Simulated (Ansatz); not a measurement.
```yaml
crystal:
  periodic: [false, false, false]
  atoms:
    - {symbol: B, position_ang: [-1.837662, -0.333245, -0.003315]}
    - {symbol: Ge, position_ang: [-0.017289, 0.105410, 0.000873]}
    - {symbol: C, position_ang: [1.758667, -0.337557, -0.002295]}
basis:
  gaussian: {orbitals: def2-TZVP}
magnetization: {spin_polarized: true, initial_magnetization: 3}
hamiltonian: {xc: pbe0}
relax: {f_tol: 0.004, max_steps: 80}
```

```sh
$ ansatz run in.yaml --threads 1 --pin off --events-out ev --progress --plain --max-ram 2176MiB
```

Steps of the relaxation (energy above the last step; positions in Å, forces in eV/Å):

```
3
step 1, 105.4 meV
B    -1.838   -0.333   -0.003   -0.992   -0.252   -0.002
Ge   -0.017    0.105    0.001    0.190    0.465    0.004
C     1.759   -0.338   -0.002    0.801   -0.213   -0.002
```

```
3
step 2, 70.4 meV
B    -1.863   -0.338   -0.003   -0.419   -0.131   -0.001
Ge   -0.014    0.113    0.001    0.063    0.252    0.002
C     1.781   -0.341   -0.002    0.355   -0.120   -0.001
```

```
3
step 3, 58.9 meV
B    -1.879   -0.348   -0.003   -0.007   -0.047    0.000
Ge   -0.012    0.135    0.001    0.005    0.094    0.001
C     1.795   -0.352   -0.002    0.002   -0.047    0.000
```

```
3
step 9, 0.0 meV
B    -1.632   -0.554   -0.005    0.000   -0.001    0.000
Ge   -0.009    0.554    0.005   -0.001    0.002    0.000
C     1.545   -0.565   -0.004    0.001   -0.002    0.000
```

Close pairs at the end: Ge2–C3 1.915 Å, B1–Ge2 1.965 Å.

A stationary point of unrestricted PBE0 after 9 steps, with ⟨S²⟩ = 3.888 against 3.75 for a pure state; no frequencies were run, so it isn't proven a minimum. 1.7 min on 1 thread of Arm Neoverse V2, shared host.
